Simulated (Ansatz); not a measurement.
A nudged elastic band was laid between two geometries of C3H3N (7 atoms, charge 0, multiplicity 1).

Theory: RKS B3LYP-D4/def2-SVP in Ansatz 0.2.0.

| Quantity | Value |
| --- | --- |
| movable images | 5 |
| climbing image | yes |
| spring | 5.0 eV/Å² |
| optimiser | quadratic models (default) |
| start path | through a guess of the saddle point |
| force threshold | 0.05 eV/Å |
| iteration limit | 60 |
| end points | relaxed |

Image 0:

```xyz
7
Properties=species:S:1:pos:R:3
C -1.140 -0.688 0.452
C 0.209 -0.210 0.384
C 0.655 0.593 -0.592
N -2.230 -1.083 0.522
H 0.873 -0.542 1.189
H 1.694 0.930 -0.602
H 0.001 0.932 -1.400
```

Image 6:

```xyz
7
Properties=species:S:1:pos:R:3
C -0.897 -0.376 0.109
C 0.329 -0.342 0.637
C 0.652 0.578 -0.574
N -0.523 0.549 -1.084
H 0.838 -0.766 1.504
H 1.534 1.114 -0.951
H -1.871 -0.825 0.313
```

Question: Which bonds break or form, and what moves?

Answer: Bonds broken: C3–H7. Bonds formed: C1–H7, C3–N4.

Question: Give the energies along the band, and the barrier.

Answer: The run converged. The highest image is number 3 of 0 to 6, 527.1 kJ/mol above the first end and 242.7 kJ/mol above the last; the last end lies 284.4 kJ/mol above the first. The profile has 2 maxima (images 3, 5) with wells between them (image 4): this band takes more than one step, which may be the mechanism or a detour left from its start path. Neighbouring images differ by up to 2.5 eV, so the band resolves the path poorly. A vibrational analysis at the climbing image gives one clearly imaginary mode, 1325i cm⁻¹: a first-order saddle point. The orbitals stay closed-shell, which can raise the energy where a bond breaks towards radicals; this wasn't checked here.

| image | path coordinate (Å) | energy (kJ/mol) | C3–H7 (Å) | C1–H7 (Å) | C3–N4 (Å) |
| --- | --- | --- | --- | --- | --- |
| 0 | 0.00 | 0.0 | 1.09 | 2.71 | 3.52 |
| 1 | 0.95 | 59.7 | 1.09 | 2.30 | 3.03 |
| 2 | 1.91 | 284.8 | 1.12 | 2.07 | 2.45 |
| 3 | 2.86 | 527.1 | 1.38 | 2.00 | 1.71 |
| 4 | 4.46 | 397.6 | 2.32 | 2.14 | 1.48 |
| 5 | 6.06 | 448.1 | 2.32 | 1.13 | 1.37 |
| 6 | 7.65 | 284.4 | 3.02 | 1.09 | 1.28 |

Question: What is the geometry of the highest image?

Answer: 
```xyz
7
Properties=species:S:1:pos:R:3:forces:R:3
C -0.890 -0.293 0.585 0.04 -0.01 0.00
C 0.439 -0.678 0.600 -0.02 0.03 0.05
C 0.403 0.348 -0.366 0.01 0.01 -0.04
N -1.299 0.299 -0.509 -0.01 0.00 -0.02
H 1.162 -1.122 1.274 0.00 -0.02 -0.01
H 0.729 1.393 -0.276 0.00 -0.01 0.02
H -0.483 -0.016 -1.354 -0.01 -0.01 0.00
```

The band took 41 iterations and of the order of 5 core-minutes.

The run took 5 min on 1 thread of Intel(R) Xeon(R) Platinum 8488C (Sapphire Rapids), on a shared host, peak memory 0.17 GiB.
